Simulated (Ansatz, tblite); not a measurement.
**The cluster PbCl₂+: a ladder of methods and basis sets**

One table from this session's results is given with a row withheld; the runs are named, their logs left out.

Program: Ansatz 0.2.0, Gaussian basis. Level of theory: as each input shows. These are calculated values, not measurements.

The runs, in order: GFN1-xTB, GFN2-xTB, PBE-D4/def2-TZVP, r2SCAN-D4/def2-TZVP, LDA/def2-TZVP, HSE06-D4/def2-TZVP, PBE-QIDH/def2-TZVP, BLYP-D4/def2-TZVP, B3LYP-D4/def2-TZVP, PBE-D4/def2-SVP, PBE0-D4/def2-SVP, CCSD(T)/def2-TZVPP, MP2/def2-TZVP, RPA/def2-TZVP.

### The geometry

The geometry is that of the doublet, from an earlier relaxation (PBE0-D4/def2-TZVP). At that level it is the lowest of the isomers that a small search found.

3 atoms, charge 1, spin multiplicity 2.

Bond lengths: Pb1–Cl2 2.536 Å, Pb1–Cl3 2.536 Å. Angles: Cl2–Pb1–Cl3 63.1°.

Coordinates:

```
Pb    0.07791   -0.26525    1.41373
Cl   -0.74180    1.23084   -0.46209
Cl    0.66389   -0.96559   -0.95165
```

Pb takes a core potential in the def2 sets. No spin-orbit coupling is included. The ion is computed in the gas phase, without counter-ions or solvent.

PBE0-D4/def2-TZVP was run before; its log isn't repeated, and its numbers join the tables.

The first run:

Tight binding, by tblite at 300 K electronic temperature and without a spin-polarisation term:

```python
tblite.interface.Calculator('GFN1-xTB', numbers, positions, charge=1, uhf=1).singlepoint()
```

Tight binding, by tblite at 300 K electronic temperature and without a spin-polarisation term:

```python
tblite.interface.Calculator('GFN2-xTB', numbers, positions, charge=1, uhf=1).singlepoint()
```

start.molden holds the orbitals of an earlier run on this state, given as this run's starting guess.

in.yaml

```yaml
crystal:
  periodic: [false, false, false]
  atoms:
    - {symbol: Pb, position_ang: [0.077906, -0.265252, 1.413728]}
    - {symbol: Cl, position_ang: [-0.741802, 1.230842, -0.462085]}
    - {symbol: Cl, position_ang: [0.663886, -0.965591, -0.951653]}
basis:
  gaussian: {orbitals: def2-TZVP, initial_orbitals: start.molden}
total_charge: 1
magnetization: {spin_polarized: true, initial_magnetization: 1}
hamiltonian: {xc: pbe, dispersion: d4}
scf: {omitted_lower_state_checks: [starts]}
output: {orbitals: {seedname: orbitals}}
```

On the command line:

```
> ansatz run in.yaml --threads 4 --pin off --events-out ev --progress --plain --max-ram 3916MiB
```

Among the steps run: PBE-D4/def2-TZVP; r2SCAN-D4/def2-TZVP; LDA/def2-TZVP; HSE06-D4/def2-TZVP; PBE-QIDH/def2-TZVP; BLYP-D4/def2-TZVP; B3LYP-D4/def2-TZVP; PBE-D4/def2-SVP; PBE0-D4/def2-SVP; CCSD(T)/def2-TZVPP; MP2/def2-TZVP; RPA/def2-TZVP.

One table of the session follows, with a row left open; its other results are not shown here.

It belongs to the step «Levels side by side». 

| level | HOMO (eV) | LUMO (eV) | gap (eV) |
| --- | --- | --- | --- |
| LDA/def2-TZVP | -12.61 | -11.76 | 0.85 |
| PBE-D4/def2-SVP | -12.48 | -11.40 | 1.09 |
| PBE-D4/def2-TZVP | -12.51 | -11.40 | 1.10 |
| BLYP-D4/def2-TZVP | -12.33 | -11.27 | 1.06 |
| r2SCAN-D4/def2-TZVP | -12.94 | -11.27 | 1.67 |
| B3LYP-D4/def2-TZVP | -13.64 | -10.68 | 2.96 |
| PBE0-D4/def2-SVP | -13.95 | -10.45 | 3.50 |
| PBE0-D4/def2-TZVP | -13.95 | -10.42 | 3.53 |
| HSE06-D4/def2-TZVP | ? | ? | ? |

**Question.** Estimate the row for HSE06-D4/def2-TZVP.

As computed: HOMO (eV): -13.55; LUMO (eV): -10.80; gap (eV): 2.75. In the column «HOMO (eV)» it lies between B3LYP-D4/def2-TZVP (-13.64) and r2SCAN-D4/def2-TZVP (-12.94).
